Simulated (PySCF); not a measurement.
**formaldehyde: calculation against experiment**

**The experiment to reproduce.**

NIST CCCBDB Release 22 (SRD 101), experimental dipoles lists, for the gas: dipole moment (microwave Stark effect, vibrational ground state) 2.332 D.

How close the calculation comes is told at the end.

Compound: formaldehyde, CH₂O.
Atom-mapped SMILES: `[CH2:1]=[O:2]` (hydrogens: H3, H4 on C1)

Geometry (PBE0/def2-TZVP, Å), atoms numbered from 1 in this order:
```xyz
4
CH2O angstrom
C      0.0069    0.0060   -0.0073
O      1.1840   -0.2028   -0.0182
H     -0.7374   -0.8155    0.0032
H     -0.4065    1.0346   -0.0067
```

Runs made with PySCF (gas phase, on this PBE0/def2-TZVP geometry; no spin–orbit coupling):

| level | job | basis functions | wall time |
| --- | --- | --- | --- |
| PBE0/def2-TZVP, grid level 1 | geometry optimisation from a GFN2-xTB start | 74 | 2.4 s |

Hardware: an Arm Neoverse V1 with one thread, no GPU, shared host.

Results beside the measurements:

**Dipole moment.** Measured: 2.332 D (NIST CCCBDB Release 22 (SRD 101), experimental dipoles).

```
         level  computed (D)  computed − measured (D)  % (from the printed values)
PBE0/def2-TZVP         2.313                   -0.019                           -1
```

The computed dipoles belong to one fixed geometry; measured ones are averaged over vibrations unless marked μe. Magnitudes are compared, not signs.

The geometry is computed, not the measured one. Where a level misses, the cause wasn't examined.
